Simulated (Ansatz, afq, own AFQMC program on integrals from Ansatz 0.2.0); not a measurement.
SiGeH, quartet → SiGeH⁺, quintet

```xyz
3

Si    0.0000    0.0406    1.7372
Ge    0.0000   -0.0362   -0.6556
H     0.0000    1.4755   -1.1562
```

Connectivity, by distances: Si–GeH.

E(quintet, charge +1) − E(quartet, charge +0) at this geometry, on UHF and UHF determinants.

Basis cc-pVDZ. Only valence electrons are correlated. AFQMC by an in-house program on the Cholesky factors that Ansatz 0.2.0 writes for its CCSD(T) run. The CISD trial takes its coefficients from CCSD amplitudes. Released means that phaseless walkers are propagated on without the constraint, phases kept. Uncertainties: one standard error, sampling alone. No spin–orbit coupling. The errors of all members are added in quadrature.

No full CI on the walks' own integrals is used here; CCSDTQ serves as the reference and is uncertain by about the last step of the cluster series. Each member takes its own surest rung, up to full CI.

Errors are counted within cc-pVDZ, not against nature.

Cautions: inner d shell frozen; no relativity below Rb; no spin-orbit coupling; SiGeH (quartet): another spin lies lower, the released energies have errors that jump between times, so the bars are unsure, so no released level is given (meV from the phaseless value at times in 1/Eh: -5 ± 3 at 0.24, -15 ± 8 at 0.51, -10.9 ± 2.3 at 0.99, -14.2 ± 2.3 at 1.62, -23 ± 3 at 2.40), its ph-AFQMC/CISD value lies 32 ± 3 meV above CCSDTQ; SiGeH⁺ (quintet): another spin lies lower, the released energies have errors that jump between times, so the bars are unsure, so no released level is given (meV from the phaseless value at times in 1/Eh: 318 ± 322 at 0.24, -6.6 ± 2.1 at 0.51, -11.6 ± 1.8 at 0.99, -15.6 ± 2.0 at 1.62, -19.7 ± 1.8 at 2.40), its ph-AFQMC/CISD value lies 25 ± 3 meV above CCSDTQ; this isn't the first ionization; core correlation is missing, and it shifts such a gap most where an s electron is promoted.

Reference (CCSDTQ): 9.225 eV.

```csv
level,vertical ionization energy (eV),error against CCSDTQ (eV)
HF,8.266,-0.959
MP2,9.080,-0.145
CCSD,9.177,-0.048
CCSD(T),9.217,-0.007
CCSDT,9.221,-0.004
CCSDT(Q),9.225,0.000
ph-AFQMC/HF,9.203 ± 0.028,-0.021 ± 0.028
ph-AFQMC/CISD,9.217 ± 0.004,-0.008 ± 0.004
```

Correlation beyond CCSD(T) adds 0.007 eV. The perturbative (T) step is worth +0.040 eV.

CCSDT and higher add their correlation energy to the determinant of the CCSD(T) run, since their own runs factorise the integrals more tightly (a shift of under 2 meV). A walk keeps the symmetry of its determinant, which the program's search chose and which needn't be the lowest solution, so a lower state of the same spin and another symmetry isn't excluded.
